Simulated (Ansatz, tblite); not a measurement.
**WF6: a ladder of methods and basis sets**

Aim: run the singlet of WF6 at one geometry on many levels, and compare frontier levels, spin and run time.

Computed with Ansatz 0.2.0, Gaussian basis. Level: as each input shows.

Plan: GFN1-xTB, GFN2-xTB, PBE-D4/def2-TZVP, r2SCAN-D4/def2-TZVP, r2SCAN0-D4/def2-TZVP, PBE-QIDH/def2-TZVP, revPBE-D4/def2-TZVP, PBE-D4/def2-SVP, PBE0-D4/def2-SVP, PBE0-D4/def2-TZVPD, PBE-D4/def2-TZVPD, r2SCAN0-D4/def2-TZVPD, CCSD(T)/def2-SVP, MP2/def2-TZVP, RPA/def2-TZVP.

2 further runs of the same task are left out: 2 set aside as unsound or not needed.

### Step 1. The geometry

The geometry is that of the singlet, from an earlier relaxation (PBE-D4/def2-SVP).

7 atoms, charge 0, spin multiplicity 1.

Bond lengths: W1–F2 1.861 Å, W1–F3 1.861 Å, W1–F4 1.861 Å, W1–F5 1.861 Å, W1–F6 1.861 Å, W1–F7 1.861 Å. Angles: F2–W1–F3 180.0°, F2–W1–F4 90.0°, F2–W1–F5 90.0°, F2–W1–F6 90.0°, F2–W1–F7 90.0°, F3–W1–F4 90.0°, F3–W1–F5 90.0°, F3–W1–F6 90.0°, F3–W1–F7 90.0°, F4–W1–F5 180.0°, F4–W1–F6 90.0°, F4–W1–F7 90.0°, F5–W1–F6 90.0°, F5–W1–F7 90.0°, F6–W1–F7 180.0°.

Formally the metal is d0. W takes a core potential in the def2 sets. No spin-orbit coupling is included.

PBE0-D4/def2-TZVP was run before; its log isn't repeated, and its numbers join the tables.

### Step 2. GFN1-xTB

Tight binding, by tblite at 300 K electronic temperature and without a spin-polarisation term:

```python
tblite.interface.Calculator('GFN1-xTB', numbers, positions, charge=0, uhf=0).singlepoint()
```

Energy -913.0011 eV, HOMO -14.58 eV, LUMO -8.24 eV; 0.003 s.

### Step 3. GFN2-xTB

Tight binding, by tblite at 300 K electronic temperature and without a spin-polarisation term:

```python
tblite.interface.Calculator('GFN2-xTB', numbers, positions, charge=0, uhf=0).singlepoint()
```

Energy -851.9044 eV, HOMO -15.61 eV, LUMO -8.46 eV; 0.005 s.

### Step 4. PBE-D4/def2-TZVP

start.molden holds the orbitals of an earlier run on this state, given as this run's starting guess.

Contents of in.yaml:

```yaml
crystal:
  periodic: [false, false, false]
  atoms:
    - {symbol: W, position_ang: [0.000014, -0.000042, -0.000046]}
    - {symbol: F, position_ang: [-0.017067, -0.009018, 1.860896]}
    - {symbol: F, position_ang: [0.017039, 0.009092, -1.860988]}
    - {symbol: F, position_ang: [1.860962, 0.005099, 0.017117]}
    - {symbol: F, position_ang: [-1.860954, -0.005055, -0.017040]}
    - {symbol: F, position_ang: [-0.005199, 1.860973, 0.008993]}
    - {symbol: F, position_ang: [0.005195, -1.861049, -0.008932]}
basis:
  gaussian: {orbitals: def2-TZVP, initial_orbitals: start.molden}
hamiltonian: {xc: pbe, dispersion: d4}
scf: {omitted_lower_state_checks: [starts]}
output: {orbitals: {seedname: orbitals}}
```

Launch:

```sh
ansatz run in.yaml --threads 2 --pin off --events-out ev --progress --plain --max-ram 32768MiB --backend cpu
```

After this run come: r2SCAN-D4/def2-TZVP; r2SCAN0-D4/def2-TZVP; PBE-QIDH/def2-TZVP; revPBE-D4/def2-TZVP; PBE-D4/def2-SVP; PBE0-D4/def2-SVP; PBE0-D4/def2-TZVPD; PBE-D4/def2-TZVPD; r2SCAN0-D4/def2-TZVPD; CCSD(T)/def2-SVP; MP2/def2-TZVP; RPA/def2-TZVP.

**Question.** What will the summary of the whole plan be? Wanted: gap in def2-TZVP, named functionals, smallest and largest; correlation energy, CCSD(T)/def2-SVP; correlation energy, MP2/def2-TZVP; binding an atom, CCSD(T)/def2-SVP; PBE0 total energy, smallest basis above largest.

**Answer**, as computed:

| quantity | value |
| --- | --- |
| gap in def2-TZVP, named functionals, smallest and largest | 5.24 eV (PBE-D4), 8.19 eV (r2SCAN0-D4) |
| correlation energy, CCSD(T)/def2-SVP | -41.31 eV |
| correlation energy, MP2/def2-TZVP | -53.21 eV |
| binding an atom, CCSD(T)/def2-SVP | 4.330 eV |
| PBE0 total energy, smallest basis above largest | 20.86 eV (def2-SVP, def2-TZVPD) |

**Reading.** Over the named functionals in def2-TZVP the gap runs from 5.24 eV (PBE-D4) to 8.19 eV (r2SCAN0-D4); exact exchange widens it. The yardstick is in a double-zeta basis, so levels in larger sets aren't compared like for like. The reference is CCSD(T) in one finite basis, so it carries an error of its own, often a tenth of an eV or more, and near misses can't be ranked.
